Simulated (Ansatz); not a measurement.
The input, for Ansatz 0.2.0:

```yaml
crystal:
  periodic: [false, false, false]
  atoms:
    - {symbol: B, position_ang: [0.000000, -0.118289, 0.404237]}
    - {symbol: Al, position_ang: [0.000000, -0.042889, -2.321279]}
    - {symbol: H, position_ang: [0.000000, 0.161178, 1.917042]}
basis:
  gaussian: {orbitals: 6-31G}
magnetization: {spin_polarized: false, initial_magnetization: 1}
correlation: {method: sc_nevpt2, electrons: valence, active_space: {window: {electrons: 3, orbitals: 10}}}
output: {forces: true}
```

```sh
$ ansatz run in.yaml --threads 1 --pin off --events-out ev --progress --plain --max-ram 2393MiB
```

The program prints:

```
296 factors; integrals over basis functions are off by at most 3.1e-4 eV
mean field evaluation 1: about -7263.9770 eV, gradient 6.8e0 eV
mean field evaluation 2: about -7263.9885 eV, gradient 6.8e0 eV
mean field evaluation 4: about -7264.4896 eV, gradient 8.9e-1 eV
mean field evaluation 8: about -7264.5166 eV, gradient 6.7e-1 eV
mean field evaluation 16: about -7264.6180 eV, gradient 2.1e-2 eV
mean field evaluation 32: about -7261.4747 eV, gradient 4.3e-2 eV
mean field evaluation 64: about -7264.5715 eV, gradient 5.4e-3 eV
mean field evaluation 96: about -7264.5626 eV, gradient 9.7e-1 eV
mean field evaluation 128: about -7262.6566 eV, gradient 9.1e0 eV
mean field evaluation 160: about -7264.5071 eV, gradient 6.3e-1 eV
mean field evaluation 192: about -7264.6170 eV, gradient 1.1e-1 eV
mean field -7264.61807182 eV, -266.9697900045 hartree, gradient 3.5e-6 eV, S^2 0.750000; 12 other end points of the search recorded, 0 dependent functions left out
reference -7264.61807182 eV, -266.9697900045 hartree; 10, 9 occupied and 14, 15 virtual orbitals, 296 factors
state -7265.68404595 eV, -267.0089638311 hartree
state -7265.68404595 eV, -267.0089638311 hartree; corrected -7266.80091195 eV, -267.0500078996 hartree
the calculation of the forces begins
Total energy: -7266.80091195 eV, -267.0500078996 hartree
Atom 0 at     0.000000    -0.118289     0.404237 Å, force     0.000000     0.588556     1.991180 eV/Å
Atom 1 at     0.000000    -0.042889    -2.321279 Å, force    -0.000000    -0.011698     1.393264 eV/Å
Atom 2 at     0.000000     0.161178     1.917042 Å, force    -0.000000    -0.576857    -3.384445 eV/Å
Dipole moment:     0.000000     0.021808    -0.268301 e Å
```

Natural occupations: 1.8898 0.9673 0.0553 0.0469 0.0332 0.0052 0.0010 0.0009 0.0003 0.0003.

Forces (eV/Å):
```
B    0.000  0.589  1.991
Al   0.000 -0.012  1.393
H    0.000 -0.577 -3.384
```

Ran on 1 thread of Intel Xeon 6975P-C, shared host: 4.6 s wall, 0.1 GiB peak host memory.
